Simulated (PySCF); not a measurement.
Gas-phase reaction: 2 SiH₃Cl + Si₂O₂ + 2 HCl = 2 H₂SiO + 2 SiH₂Cl₂

Computed with PySCF (xtb for GFN2) and rigid-rotor harmonic-oscillator thermochemistry at 1 bar. † marks an energy on the PBE0/def2-TZVP geometry and frequencies; other levels use their own. All species are closed-shell singlets. Si₂O₂, H₂SiO: computed as isolated molecules; such fragments, hydroxides, amides, oligomers or adducts are transient or little studied in the gas. The harmonic model lacks anharmonicity and excited electronic states, which grow with temperature; levels with a mode under 35 cm⁻¹ are left out.

| level | ΔE electronic, kJ | ΔH°(298 K), kJ | ΔS°(298 K), J/K | ΔG°(1400 K), kJ |
|---|---|---|---|---|
| BLYP/def2-TZVP† | 28 | 31 | -102 | 174 |
| GFN2-xTB | -402 | -389 | -101 | -244 |
| HF/def2-TZVP† | 77 | 80 | -102 | 223 |
| M06-2X/def2-TZVP† | 68 | 72 | -102 | 215 |
| PBE0/def2-QZVP† | 46 | 50 | -102 | 193 |
ΔH° is lowest at GFN2-xTB and highest at HF/def2-TZVP†. No reference value is set beside these.
